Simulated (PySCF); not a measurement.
From one molecule to another.

First species: C5H7F3O.
InChI=1S/C5H7F3O/c6-1-3-2-9-4(3)5(7)8/h3-5H,1-2H2/t3-,4-/m1/s1

Second species: CCl2 (singlet state).
SMILES: `Cl[C]Cl`

Levels: B3LYP/def2-SVPD for dipole moment, HOMO energy, LUMO energy, HOMO–LUMO gap, static isotropic polarisability and electronic spatial extent ⟨r²⟩ about the centre of nuclear charge; TDDFT B3LYP/def2-SVPD for lowest singlet excitation; TDA B3LYP/def2-SVPD for lowest triplet excitation (Tamm–Dancoff); GFN2-xTB for rotational constant A and rotational constant C. Geometries: GFN2-xTB. Each structure is a single optimised conformer of the isolated species, non-relativistic unless stated. Electronic properties by PySCF.

The conformers computed, where there is a choice (atom-mapped SMILES and torsion angles):
- `[F:1][CH2:2][C@@H:3]1[CH2:4][O:5][C@H:6]1[CH:7]([F:8])[F:9]`: F1–C2–C3–C4 47°, O5–C6–C7–F8 -170°

**Question.** Which of the two has the higher S1 energy, and by how much?

**Answer.** The first: 6.87 eV against 2.16 eV, a difference of 4.71 eV.

**Question.** Which of the two has the higher dipole moment, and by how much?

**Answer.** The first: 1.64 D against 1.31 D, a difference of 0.33 D.

**Question.** Which has the higher rotational constant A?

**Answer.** The second: 57.752 GHz against 2.504 GHz, a difference of 55.248 GHz.

**Question.** Which of the two has the higher ⟨r²⟩, and by how much?

**Answer.** The first: 1223 bohr² against 320 bohr², a difference of 903 bohr².

**Question.** Which of the two has the higher static isotropic polarisability, and by how much?

**Answer.** The first: 64.2 au against 42.6 au, a difference of 21.6 au.

**Question.** Which of the two has the higher LUMO energy, and by how much?

**Answer.** The first: 0.19 eV against -3.49 eV, a difference of 3.68 eV.

**Question.** Which of the two has the higher HOMO–LUMO gap, and by how much?

**Answer.** The first: 7.85 eV against 3.50 eV, a difference of 4.35 eV.

**Question.** Which has the higher T1 energy?

**Answer.** The first: 6.53 eV against 0.81 eV, a difference of 5.72 eV.

On the first: The vertical singlet–triplet gap S1 − T1 is 0.34 eV (TDDFT singlet less Tamm–Dancoff triplet; S1: HOMO→LUMO, weight 0.74; T1: HOMO→LUMO, weight 0.56, beside HOMO→LUMO+1, weight 0.31). No computed singlet falls in the visible range (750 to 380 nm, 1.65 to 3.26 eV); S1 lies 3.61 eV above its blue end.

On the second: A dipole of 1.31 D is allowed in C2v, and pure rotational transitions are dipole-allowed. The 8 singlets span 2.16 to 7.74 eV, and their oscillator strengths add up to 0.41.
